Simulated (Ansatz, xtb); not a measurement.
## Two spin states of C2HF3

Structure a is `F[C]C(F)F`, a triplet and structure b is `F[C]C(F)F`, a singlet. Both are isolated molecules in the gas phase, relaxed with B3LYP-D3(BJ)/def2-SVP; the shapes shown needn't be the lowest conformers.

a (Å):

```xyz
6

C     1.1264    2.4365   -2.8909
C     1.3168    1.5496   -1.7053
F     1.2917    2.0050   -4.1141
F     0.1614    0.9234   -1.3462
F     1.7325    2.2772   -0.6475
H     2.0669    0.7687   -1.9451
```

b (Å):

```xyz
6

C     0.4036    0.7951    0.0575
C    -1.0299    0.2808   -0.0771
F     0.4165    1.8829    0.8520
F     1.2826   -0.1152    0.5397
F    -0.9363   -1.0049   -0.2354
H     0.7083    1.0867   -0.9750
```

Problem. Estimate E(b) − E(a) at the level CCSD(T)/def2-TZVP.

Solution. Calculated at CCSD(T)/def2-TZVP: E(b) − E(a) = −0.649 eV, so structure b lies lower.

The same difference at several levels:

```tsv
level	geometry	E(b) − E(a) (eV)	departure from the last row (eV)	job, with rough time for the two
B3LYP-D3(BJ)/def2-SVP	B3LYP-D3(BJ)/def2-SVP	−0.444	+0.206	optimisation, 37 s
HF/def2-TZVP	B3LYP-D3(BJ)/def2-SVP	+0.243	+0.893	part of the CCSD(T) run
MP2/def2-TZVP	B3LYP-D3(BJ)/def2-SVP	−0.528	+0.122	part of the CCSD(T) run
CCSD(T)/def2-TZVP	B3LYP-D3(BJ)/def2-SVP	−0.649		single point, 4.7 min
```

HF/def2-TZVP puts the two in the other order. The largest departure from CCSD(T)/def2-TZVP is that of HF/def2-TZVP, 0.893 eV. Levels run at GFN2-xTB geometries aren't shown.

With harmonic frequencies from B3LYP-D3(BJ)/def2-SVP (ideal gas, rigid rotor, one conformer each, 298.15 K, 1 atm): the zero-point term adds −0.012 eV; ΔH is −0.663 and ΔG −0.621 eV.

Open shells are spin-unrestricted. The correlated steps freeze 5 core orbitals. ΔG holds the spin degeneracy. Codes used: Ansatz 0.2.0; the last row on 2 threads of Arm Neoverse V2 on a shared host.
